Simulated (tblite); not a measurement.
Give a GFN2-xTB geometry of InChI=1S/C4H5FS/c5-4-2-1-3-6-4/h2H,1,3H2/q+1. (Charge +1 and doublet state.)

```xyz
11
C4H5FS angstrom
F      2.8087    0.4129    0.0024
C      1.5076    0.3199    0.0040
C      0.7983   -0.8351   -0.0367
C     -0.6570   -0.6557   -0.0241
C     -0.9781    0.8356    0.0331
S      0.5683    1.7762    0.0625
H      1.2634   -1.8084   -0.0757
H     -1.0955   -1.1972    0.8247
H     -1.1025   -1.1302   -0.9085
H     -1.5561    1.1753   -0.8300
H     -1.5517    1.1095    0.9223
```

Any rigid rotation of these coordinates is as good. Atoms count from 1 in this order. The C–C distances run from 1.356 Å (C2=C3, drawn double in one of several resonance forms) to 1.527 Å (C4–C5, drawn single), a spread of 0.171 Å. The 6 heavy atoms lie in one plane (0.000 Å rms). C2 (carbon bonded to C, F and S) is planar (angles 125.6°, 118.7° and 115.7°, sum 360.0°, 0.00 Å off the plane of its three neighbours). The 5-membered ring C2–C3–C4–C5–S6 has internal angles of 91.5° to 115.7° (sum 540°, against 540° for a flat polygon); it is planar, 0.00 Å rms from its mean plane, widest ring torsion 0°.

Bonds between heavy atoms (Å): F1–C2 1.304, C2=C3 1.356, C3–C4 1.466, C4–C5 1.527, C5–S6 1.810, C2–S6 1.734.

Computed geometry: GFN2-xTB, gas phase. This method treats the open shell by occupation alone, without spin polarisation.

Point group: Cs (tolerance 0.08 Å). Its GFN2-xTB frequencies are all real (lowest 111 cm⁻¹).

On one thread, Intel Xeon Platinum 8259CL at 2.50 GHz (x86_64), shared host with 96 logical CPUs at a one-minute load of 13, this took 0.26 s of wall time. That covers the optimisation of the geometry.
